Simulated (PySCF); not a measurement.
**One molecule, many functionals**

Compound: butyric acid, C4H8O2.
SMILES: `CCCC(=O)O`

Linear-response calculations in the def2-SVPD basis (PySCF; singlets by full response, triplets Tamm–Dancoff, core orbitals frozen in the response; HF means time-dependent Hartree–Fock). 'Strongest' is the level of largest summed f among the singlets computed (10 roots, of which the last may lack a degenerate partner); it can jump between rows when another state enters that window. S1 is the lowest singlet of each run and needn't be the same state throughout; f(S1) is that of one state. Geometry: PBE0-D3(BJ)/def2-SVP, one conformer, isolated molecule.

| functional | kind | S1 (eV) | f(S1) | strongest (eV) | T1 (eV) | HOMO (eV) | gap (eV) | ionisation energy, ΔSCF (eV) |
| --- | --- | --- | --- | --- | --- | --- | --- | --- |
| LDA | LDA | 5.66 | 0.000 | 6.48 | 5.21 | -6.73 | 5.42 | 10.50 |
| PBE | GGA | 5.68 | 0.000 | 6.34 | 5.16 | -6.53 | 5.47 | 10.18 |
| PBE0 | global hybrid, 25% exact exchange | 5.94 | 0.000 | 8.74 | 5.39 | -8.20 | 8.30 | 10.51 |
| BHandHLYP | global hybrid, 50% exact exchange | 6.20 | 0.000 | 8.17 | 5.68 | -9.85 | 10.75 | 10.52 |
| CAM-B3LYP | range-separated hybrid | 5.96 | 0.000 | 9.07 | 5.45 | -9.72 | 10.76 | 10.73 |
| wB97X-D | range-separated hybrid | 5.99 | 0.000 | 9.12 | 5.51 | -10.15 | 12.11 | 10.65 |
| LC-wPBE | range-separated hybrid | 5.97 | 0.000 | 8.81 | 5.42 | -11.02 | 13.15 | 10.80 |
| HF | Hartree–Fock | 6.77 | 0.000 | 9.45 | 6.27 | -12.42 | 14.80 | not settled |

Problem. What does B3LYP (global hybrid, 20% exact exchange) give?

Solution. S1 (eV) 5.88, f(S1) 0.000, strongest (eV) 7.12, T1 (eV) 5.37, HOMO (eV) -7.96, gap (eV) 7.74, ionisation energy, ΔSCF (eV) not settled. S1 runs from 5.66 eV (LDA) to 6.77 eV (HF), a spread of 1.11 eV, while the orbital gap spreads over 9.4 eV. Along PBE (0%), B3LYP (20%), PBE0 (25%), BHandHLYP (50%), HF (100%) S1 rises with the share of exact exchange. −ε(HOMO) comes closest to its own ΔSCF ionisation energy with LC-wPBE (+0.22 eV) and misses most with LDA (-3.76 eV). 'Not settled' means that the ion's SCF failed to converge or may have ended in another state than the lowest.
